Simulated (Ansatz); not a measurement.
Reaction: C2H5NO (SMILES CC(N)=O) → C2H3O (SMILES C[C]=O, doublet) + NH2 (SMILES [NH2], doublet) (the C-N bond breaks)
Each species at its own B3LYP-D3(BJ)/def2-TZVP minimum (Ansatz, an electronic-structure program), one conformer.

Quantity: bond dissociation energy (electronic), in kcal/mol. Radicals and triplets start from unrestricted determinants; spin-orbit coupling is neglected. CBS(X,Y): correlation extrapolated as X^-3, Hartree-Fock from the larger set. A bracket is a step between two methods taken in the basis named. Functionals run without relativity, which enters their misses. Double hybrids freeze cores in their MP2 part. 'core' is core correlation in cc-pwCVTZ, 'X2C' scalar relativity in cc-pVTZ-DK, both at CCSD(T).

CCSD(T)/CBS(cc-pVTZ,cc-pVQZ) + [CCSDT(Q) - CCSD(T)]/cc-pVDZ + core + X2C (Ansatz) gives 104.0 kcal/mol.

Task: What does PBE/def2-TZVPD (Ansatz) give here, and how do the other levels compare?

Result: PBE gives 103.3 kcal/mol, 0.7 kcal/mol below it. Differences of the others: PBE0/def2-TZVPD (Ansatz) -1.2; wB97M-V/def2-TZVPD (Ansatz) 0.5; B2PLYP/def2-TZVPD (Ansatz) -3.9; CCSD(T)/CBS(cc-pVTZ,cc-pVQZ) + core + X2C (Ansatz) 0.2 kcal/mol. Nearer than PBE: wB97M-V/def2-TZVPD, CCSD(T)/CBS(cc-pVTZ,cc-pVQZ) + core + X2C.
